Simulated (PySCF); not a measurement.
**Spin-Hamiltonian simulation**

Molecule: `CCF`, C2H5F.

Geometry:
```json
{"atom": "C1", "x (Å)": "-0.779", "y (Å)": "-0.013", "z (Å)": "-0.050"}
{"atom": "C2", "x (Å)": "0.736", "y (Å)": "-0.061", "z (Å)": "0.016"}
{"atom": "F3", "x (Å)": "1.233", "y (Å)": "1.145", "z (Å)": "0.449"}
{"atom": "H4", "x (Å)": "-1.190", "y (Å)": "0.202", "z (Å)": "0.933"}
{"atom": "H5", "x (Å)": "-1.099", "y (Å)": "0.765", "z (Å)": "-0.738"}
{"atom": "H6", "x (Å)": "-1.158", "y (Å)": "-0.970", "z (Å)": "-0.394"}
{"atom": "H7", "x (Å)": "1.179", "y (Å)": "-0.243", "z (Å)": "-0.969"}
{"atom": "H8", "x (Å)": "1.087", "y (Å)": "-0.815", "z (Å)": "0.728"}
```

Computational details: NMR shieldings at PBE0/pcSseg-1/GIAO, GFN2-xTB geometry, J couplings at B3LYP/pcJ-1, in PySCF 2.14.0 with density-fitted response routines (gas phase, non-relativistic, one computed conformer, fast rotation and ring inversion assumed for equivalent nuclei).

Referencing at the same level of theory: ¹H (σref 31.72) against TMS.

Shifts (ppm): F3 -240.8, H4/H5/H6 1.36, H7/H8 4.81.
Couplings (Hz): F3–H4, F3–H5, F3–H6: 23.9; F3–H7, F3–H8: 52.8; H4–H5, H4–H6, H5–H6: -13.4; H4–H7, H4–H8, H5–H7, H5–H8, H6–H7, H6–H8: 7.4; H7–H8: -8.2.

The 6-spin Hamiltonian (Zeeman plus full scalar coupling among like nuclei) was diagonalised exactly; lines are Lorentzian, 0.7 Hz wide, and the maxima above 3 % are listed with the tallest set to 100.

(1) Give the ¹H peak list of this spin system at 80 MHz.

(2) And at 600 MHz?

(3) Among coupled protons with different shifts, which pair is furthest from first order, and how does the field change that?

## Answers

(1) 
Hz from δ = 0 (height): 422.5 (14), 415.0 (46), 407.6 (48), 400.2 (17), 369.7 (14), 362.2 (45), 354.8 (47), 347.5 (16), 128.1 (51), 120.7 (100), 113.2 (45), 104.2 (50), 96.8 (98), 89.4 (44)

(2) 
Hz from δ = 0 (height): 2923.5 (17), 2916.1 (50), 2908.7 (50), 2901.3 (17), 2870.7 (17), 2863.3 (50), 2855.9 (50), 2848.5 (17), 835.4 (51), 828.0 (100), 820.6 (50), 811.5 (51), 804.1 (100), 796.7 (50)

(3) H4 and H7: Δν/J is about 37.3 at 80 MHz (close to first order) and 279.7 at 600 MHz (close to first order). J in Hz doesn't depend on the field, while Δν in Hz grows in proportion to it.

Unscaled 3J(H,H) at this level run about 10 % above measured values.
